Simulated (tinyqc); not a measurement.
Worked calculation: UKS/LDA (VWN5) in the sto-3g basis, for CH2, spin multiplicity 3. One step of it, computed by the program tinyqc.

Problem. Iteration 2: building the Kohn-Sham matrix. J_ij = sum D_kl (ij|kl) with D = D(alpha) + D(beta); F = H + J + V_xc; E = tr D H + tr D J / 2 + E_xc + E_nn.

D(alpha) after iteration 1, order 1C 1s, 1C 2s, 1C 2px, 1C 2py, 1C 2pz, 2H 1s, 3H 1s:
```
[[0.327704, -0.117532, 0.000000, 0.000000, 0.051707, 0.026118, 0.026118],
 [-0.117532, 0.512014, 0.000000, 0.000000, -0.195266, -0.182345, -0.182345],
 [0.000000, 0.000000, 1.000000, 0.000000, 0.000000, 0.000000, 0.000000],
 [0.000000, 0.000000, 0.000000, 1.116852, 0.000000, -0.224640, 0.224640],
 [0.051707, -0.195266, 0.000000, 0.000000, 0.939756, -0.129577, -0.129577],
 [0.026118, -0.182345, 0.000000, -0.224640, -0.129577, 0.833764, -0.010111],
 [0.026118, -0.182345, 0.000000, 0.224640, -0.129577, -0.010111, 0.833764]]
```

D(beta) after iteration 1, order 1C 1s, 1C 2s, 1C 2px, 1C 2py, 1C 2pz, 2H 1s, 3H 1s:
```
[[0.327632, -0.117118, 0.000000, 0.000000, 0.051951, 0.025566, 0.025566],
 [-0.117118, 0.509723, 0.000000, 0.000000, -0.196620, -0.179763, -0.179763],
 [0.000000, 0.000000, 0.000000, 0.000000, 0.000000, 0.000000, 0.000000],
 [0.000000, 0.000000, 0.000000, 0.043779, 0.000000, -0.134651, 0.134651],
 [0.051951, -0.196620, 0.000000, 0.000000, 0.938956, -0.128020, -0.128020],
 [0.025566, -0.179763, 0.000000, -0.134651, -0.128020, 0.825558, -0.002735],
 [0.025566, -0.179763, 0.000000, 0.134651, -0.128020, -0.002735, 0.825558]]
```

core Hamiltonian H = T + V (hartree), order 1C 1s, 1C 2s, 1C 2px, 1C 2py, 1C 2pz, 2H 1s, 3H 1s:
```
[[-18.450501, -4.449211, 0.000000, 0.000000, -0.009866, -0.409753, -0.409753],
 [-4.449211, -5.404280, 0.000000, 0.000000, -0.112772, -1.192169, -1.192169],
 [0.000000, 0.000000, -4.317987, 0.000000, 0.000000, 0.000000, 0.000000],
 [0.000000, 0.000000, 0.000000, -4.395367, 0.000000, -0.924237, 0.924237],
 [-0.009866, -0.112772, 0.000000, 0.000000, -4.356939, -0.671689, -0.671689],
 [-0.409753, -1.192169, 0.000000, -0.924237, -0.671689, -2.737239, -0.197034],
 [-0.409753, -1.192169, 0.000000, 0.924237, -0.671689, -0.197034, -2.737239]]
```

Two-electron integrals (ij|kl) in chemists' order, unique and non-zero (hartree):
```
(11|11) 3.541948    (21|11) 0.576921    (21|21) 0.111888    (22|11) 0.854682
(22|21) 0.205284    (22|22) 0.624709    (31|31) 0.020296    (32|31) 0.030858
(32|32) 0.137996    (33|11) 0.852436    (33|21) 0.205335    (33|22) 0.624568
(33|33) 0.672833    (41|41) 0.020296    (42|41) 0.030858    (42|42) 0.137996
(43|43) 0.036269    (44|11) 0.852436    (44|21) 0.205335    (44|22) 0.624568
(44|33) 0.600295    (44|44) 0.672833    (51|51) 0.020296    (52|51) 0.030858
(52|52) 0.137996    (53|53) 0.036269    (54|54) 0.036269    (55|11) 0.852436
(55|21) 0.205335    (55|22) 0.624568    (55|33) 0.600295    (55|44) 0.600295
(55|55) 0.672833    (61|11) 0.052747    (61|21) 0.010173    (61|22) 0.018658
(61|33) 0.018604    (61|41) 0.000472    (61|42) 0.000894    (61|44) 0.018715
(61|51) 0.000335    (61|52) 0.000635    (61|54) 0.000079    (61|55) 0.018660
(61|61) 0.000943    (62|11) 0.157868    (62|21) 0.038580    (62|22) 0.133635
(62|33) 0.130226    (62|41) 0.002934    (62|42) 0.022429    (62|44) 0.136937
(62|51) 0.002082    (62|52) 0.015913    (62|54) 0.004762    (62|55) 0.133604
(62|61) 0.003656    (62|62) 0.041934    (63|31) 0.003476    (63|32) 0.019589
(63|43) 0.004101    (63|53) 0.002910    (63|63) 0.004435    (64|11) 0.121718
(64|21) 0.030082    (64|22) 0.110446    (64|33) 0.105181    (64|41) 0.005371
(64|42) 0.036092    (64|44) 0.118347    (64|51) 0.001344    (64|52) 0.011709
(64|54) 0.006431    (64|55) 0.107679    (64|61) 0.002945    (64|62) 0.040959
(64|64) 0.043713    (65|11) 0.086359    (65|21) 0.021343    (65|22) 0.078361
(65|33) 0.074626    (65|41) 0.001344    (65|42) 0.011709    (65|44) 0.078147
(65|51) 0.004430    (65|52) 0.027897    (65|54) 0.006599    (65|55) 0.082218
(65|61) 0.002090    (65|62) 0.029060    (65|64) 0.027867    (65|65) 0.024207
(66|11) 0.343155    (66|21) 0.085164    (66|22) 0.337086    (66|33) 0.321710
(66|41) 0.006726    (66|42) 0.071936    (66|44) 0.352085    (66|51) 0.004772
(66|52) 0.051038    (66|54) 0.021551    (66|55) 0.337000    (66|61) 0.008104
(66|62) 0.146575    (66|64) 0.157035    (66|65) 0.111416    (66|66) 0.774606
(71|11) 0.052747    (71|21) 0.010173    (71|22) 0.018658    (71|33) 0.018604
(71|41) -0.000472   (71|42) -0.000894   (71|44) 0.018715    (71|51) 0.000335
(71|52) 0.000635    (71|54) -0.000079   (71|55) 0.018660    (71|61) 0.000919
(71|62) 0.003463    (71|64) 0.002604    (71|65) 0.001989    (71|66) 0.007642
(71|71) 0.000943    (72|11) 0.157868    (72|21) 0.038580    (72|22) 0.133635
(72|33) 0.130226    (72|41) -0.002934   (72|42) -0.022429   (72|44) 0.136937
(72|51) 0.002082    (72|52) 0.015913    (72|54) -0.004762   (72|55) 0.133604
(72|61) 0.003463    (72|62) 0.027995    (72|64) 0.020336    (72|65) 0.018958
(72|66) 0.073708    (72|71) 0.003656    (72|72) 0.041934    (73|31) 0.003476
(73|32) 0.019589    (73|43) -0.004101   (73|53) 0.002910    (73|63) 0.002716
(73|73) 0.004435    (74|11) -0.121718   (74|21) -0.030082   (74|22) -0.110446
(74|33) -0.105181   (74|41) 0.005371    (74|42) 0.036092    (74|44) -0.118347
(74|51) -0.001344   (74|52) -0.011709   (74|54) 0.006431    (74|55) -0.107679
(74|61) -0.002604   (74|62) -0.020336   (74|64) -0.012731   (74|65) -0.013584
(74|66) -0.052561   (74|71) -0.002945   (74|72) -0.040959   (74|74) 0.043713
(75|11) 0.086359    (75|21) 0.021343    (75|22) 0.078361    (75|33) 0.074626
(75|41) -0.001344   (75|42) -0.011709   (75|44) 0.078147    (75|51) 0.004430
(75|52) 0.027897    (75|54) -0.006599   (75|55) 0.082218    (75|61) 0.001989
(75|62) 0.018958    (75|64) 0.013584    (75|65) 0.015280    (75|66) 0.052291
(75|71) 0.002090    (75|72) 0.029060    (75|74) -0.027867   (75|75) 0.024207
(76|11) 0.023428    (76|21) 0.005764    (76|22) 0.021130    (76|33) 0.020495
(76|44) 0.020979    (76|51) 0.000497    (76|52) 0.004259    (76|55) 0.021892
(76|61) 0.000536    (76|62) 0.006023    (76|64) 0.005161    (76|65) 0.004596
(76|66) 0.020091    (76|71) 0.000536    (76|72) 0.006023    (76|74) -0.005161
(76|75) 0.004596    (76|76) 0.001155    (77|11) 0.343155    (77|21) 0.085164
(77|22) 0.337086    (77|33) 0.321710    (77|41) -0.006726   (77|42) -0.071936
(77|44) 0.352085    (77|51) 0.004772    (77|52) 0.051038    (77|54) -0.021551
(77|55) 0.337000    (77|61) 0.007642    (77|62) 0.073708    (77|64) 0.052561
(77|65) 0.052291    (77|66) 0.211066    (77|71) 0.008104    (77|72) 0.146575
(77|74) -0.157035   (77|75) 0.111416    (77|76) 0.020091    (77|77) 0.774606
```

nuclear repulsion = 4.34445541 hartree

V_xc(alpha) (hartree), order 1C 1s, 1C 2s, 1C 2px, 1C 2py, 1C 2pz, 2H 1s, 3H 1s:
```
[[-1.551597, -0.266114, 0.000000, 0.000000, 0.003761, -0.024297, -0.024297],
 [-0.266114, -0.599868, 0.000000, 0.000000, 0.017727, -0.131352, -0.131352],
 [0.000000, 0.000000, -0.590097, 0.000000, 0.000000, 0.000000, 0.000000],
 [0.000000, 0.000000, 0.000000, -0.602945, 0.000000, -0.114831, 0.114831],
 [0.003761, 0.017727, 0.000000, 0.000000, -0.602189, -0.078769, -0.078769],
 [-0.024297, -0.131352, 0.000000, -0.114831, -0.078769, -0.477611, -0.019575],
 [-0.024297, -0.131352, 0.000000, 0.114831, -0.078769, -0.019575, -0.477611]]
```

V_xc(beta) (hartree), order 1C 1s, 1C 2s, 1C 2px, 1C 2py, 1C 2pz, 2H 1s, 3H 1s:
```
[[-1.505707, -0.237664, 0.000000, 0.000000, 0.005013, -0.021710, -0.021710],
 [-0.237664, -0.485817, 0.000000, 0.000000, 0.024503, -0.113050, -0.113050],
 [0.000000, 0.000000, -0.448316, 0.000000, 0.000000, 0.000000, 0.000000],
 [0.000000, 0.000000, 0.000000, -0.465124, 0.000000, -0.099809, 0.099809],
 [0.005013, 0.024503, 0.000000, 0.000000, -0.538111, -0.072270, -0.072270],
 [-0.021710, -0.113050, 0.000000, -0.099809, -0.072270, -0.467701, -0.017787],
 [-0.021710, -0.113050, 0.000000, 0.099809, -0.072270, -0.017787, -0.467701]]
```

E_xc = sum of w rho eps_xc = -3.78938824 hartree

Give: Coulomb J; F(alpha); F(beta); total energy of this density.

Solution.

Coulomb J (hartree), order 1C 1s, 1C 2s, 1C 2px, 1C 2py, 1C 2pz, 2H 1s, 3H 1s:
```
[[7.0235, 1.5282, 0.0000, 0.0000, -0.0136, 0.1389, 0.1389],
 [1.5282, 4.3138, 0.0000, 0.0000, -0.0010, 0.9967, 0.9967],
 [0.0000, 0.0000, 4.2520, 0.0000, 0.0000, 0.0000, 0.0000],
 [0.0000, 0.0000, 0.0000, 4.3322, 0.0000, 0.8564, -0.8564],
 [-0.0136, -0.0010, 0.0000, 0.0000, 4.3502, 0.6125, 0.6125],
 [0.1389, 0.9967, 0.0000, 0.8564, 0.6125, 3.0960, 0.1629],
 [0.1389, 0.9967, 0.0000, -0.8564, 0.6125, 0.1629, 3.0960]]
```

F(alpha) (hartree), order 1C 1s, 1C 2s, 1C 2px, 1C 2py, 1C 2pz, 2H 1s, 3H 1s:
```
[[-12.9786, -3.1871, 0.0000, 0.0000, -0.0197, -0.2952, -0.2952],
 [-3.1871, -1.6903, 0.0000, 0.0000, -0.0960, -0.3268, -0.3268],
 [0.0000, 0.0000, -0.6561, 0.0000, 0.0000, 0.0000, 0.0000],
 [0.0000, 0.0000, 0.0000, -0.6661, 0.0000, -0.1827, 0.1827],
 [-0.0197, -0.0960, 0.0000, 0.0000, -0.6089, -0.1379, -0.1379],
 [-0.2952, -0.3268, 0.0000, -0.1827, -0.1379, -0.1189, -0.0538],
 [-0.2952, -0.3268, 0.0000, 0.1827, -0.1379, -0.0538, -0.1189]]
```

F(beta) (hartree), order 1C 1s, 1C 2s, 1C 2px, 1C 2py, 1C 2pz, 2H 1s, 3H 1s:
```
[[-12.9327, -3.1587, 0.0000, 0.0000, -0.0184, -0.2926, -0.2926],
 [-3.1587, -1.5762, 0.0000, 0.0000, -0.0893, -0.3085, -0.3085],
 [0.0000, 0.0000, -0.5143, 0.0000, 0.0000, 0.0000, 0.0000],
 [0.0000, 0.0000, 0.0000, -0.5283, 0.0000, -0.1677, 0.1677],
 [-0.0184, -0.0893, 0.0000, 0.0000, -0.5449, -0.1314, -0.1314],
 [-0.2926, -0.3085, 0.0000, -0.1677, -0.1314, -0.1090, -0.0520],
 [-0.2926, -0.3085, 0.0000, 0.1677, -0.1314, -0.0520, -0.1090]]
```

total energy of this density = -21.536119 hartree

This density is a damped mixture and is not idempotent.
